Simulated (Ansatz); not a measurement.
# H15N4O: the cost of one run

Method: the levels named in each step, in Ansatz 0.2.0.

### Step 1. The starting structure

Bond lengths (14 of 15 bonds, heavy atoms first): N1–H6 1.014 Å, N1–H7 1.014 Å, N1–H8 1.014 Å, N2–H9 1.014 Å, N2–H10 1.014 Å, N2–H11 1.014 Å, N3–H12 1.014 Å, N3–H13 1.014 Å, N3–H14 1.014 Å, O4–H15 0.960 Å, O4–H16 0.960 Å, N5–H17 1.057 Å, N5–H18 1.058 Å, N5–H19 1.027 Å. Angles (14 of 16 angles, heavy atoms first): H6–N1–H7 107.1°, H6–N1–H8 107.2°, H7–N1–H8 107.1°, H9–N2–H10 107.1°, H9–N2–H11 107.1°, H10–N2–H11 107.1°, H12–N3–H13 107.1°, H12–N3–H14 107.2°, H13–N3–H14 107.1°, H15–O4–H16 106.9°, H17–N5–H18 109.9°, H17–N5–H19 109.2°, H17–N5–H20 110.1°, H18–N5–H19 108.7°.

Coordinates:

```xyz
20

N    -2.0737   -0.5715   -1.6997
N     2.3188   -1.1388   -0.9930
N    -0.5048   -1.0862    2.4583
O     0.2408    2.7146    0.2350
N     0.0081   -0.0782   -0.0157
H    -2.6947    0.2296   -1.7394
H    -1.7672   -0.7585   -2.6481
H    -2.6283   -1.3666   -1.4024
H     2.5185   -0.8497   -1.9443
H     3.1100   -0.8586   -0.4236
H     2.2917   -2.1526   -0.9883
H    -0.6447   -2.0905    2.4640
H     0.2492   -0.8857    3.1060
H    -1.3450   -0.6646    2.8393
H     0.8786    3.2756   -0.2122
H    -0.3250    3.2929    0.7519
H     0.9026   -0.4851   -0.4051
H    -0.1870   -0.4874    0.9396
H     0.1124    0.9393    0.0770
H    -0.7974   -0.2810   -0.6701
```

### Step 2. A rough first relaxation, PBE-D4/def2-SVP

This run stands in another session on the same molecule. It ended at:

```xyz
20

N    -2.1779   -0.5798   -1.7933
N     2.4428   -1.1732   -1.0373
N    -0.5335   -1.1262    2.6064
O     0.1910    2.8050    0.1519
N     0.0037   -0.0397   -0.0056
H    -2.8179    0.2241   -1.8724
H    -1.8819   -0.7831   -2.7591
H    -2.7747   -1.3746   -1.5214
H     2.6540   -0.8902   -2.0054
H     3.2781   -0.9126   -0.4929
H     2.4428   -2.2036   -1.0526
H    -0.6473   -2.1503    2.6191
H     0.2167   -0.9303    3.2852
H    -1.3916   -0.7548    3.0397
H     0.9000    3.3658   -0.2116
H    -0.2501    3.3802    0.8031
H     0.9092   -0.4580   -0.3904
H    -0.1998   -0.4480    0.9614
H     0.1068    0.9987    0.0753
H    -0.8075   -0.2525   -0.6708
```

### Step 3. Relaxation, HF/STO-3G

Contents of input.yaml:

```yaml
crystal:
  periodic: [false, false, false]
  atoms:
    - { symbol: "N", position_ang: [-2.17790587, -0.57977722, -1.79325344] }
    - { symbol: "N", position_ang: [2.44281131, -1.17316685, -1.03729812] }
    - { symbol: "N", position_ang: [-0.53353535, -1.12615249, 2.60639147] }
    - { symbol: O, position_ang: [0.19099301, 2.80499709, 0.15192099] }
    - { symbol: "N", position_ang: [0.00370485, -0.03966072, -0.00555964] }
    - { symbol: H, position_ang: [-2.81792703, 0.22410733, -1.87238923] }
    - { symbol: H, position_ang: [-1.88187108, -0.78307677, -2.75911709] }
    - { symbol: H, position_ang: [-2.77468868, -1.37458439, -1.52141193] }
    - { symbol: H, position_ang: [2.65401538, -0.89016092, -2.00543464] }
    - { symbol: H, position_ang: [3.27814894, -0.91260666, -0.49293427] }
    - { symbol: H, position_ang: [2.44276528, -2.20357828, -1.05263984] }
    - { symbol: H, position_ang: [-0.64732854, -2.15025706, 2.61907115] }
    - { symbol: H, position_ang: [0.21671477, -0.93034995, 3.28515806] }
    - { symbol: H, position_ang: [-1.39158703, -0.75484286, 3.03971165] }
    - { symbol: H, position_ang: [0.90004539, 3.3658214, -0.21155947] }
    - { symbol: H, position_ang: [-0.25013948, 3.38022439, 0.80305292] }
    - { symbol: H, position_ang: [0.90922749, -0.45803462, -0.39043668] }
    - { symbol: H, position_ang: [-0.19981209, -0.4480228, 0.9614052] }
    - { symbol: H, position_ang: [0.10683015, 0.99869073, 0.07533497] }
    - { symbol: H, position_ang: [-0.80751142, -0.25252935, -0.67079206] }
total_charge: 1
basis:
  gaussian: { orbitals: STO-3G }
hamiltonian:
  xc: hf
relax:
  f_tol: 0.004
  max_steps: 150
```

Started as:

```console
ansatz run input.yaml --threads 4 --pin off --max-ram 10240MiB --backend cpu --events-out ev --progress --plain --runs-dir out
```

What time and memory should one allow on 4 threads of Intel Xeon at 2.50GHz (Skylake/Cascade Lake), shared host?

About 23 s, with a peak of 0.1 GiB.
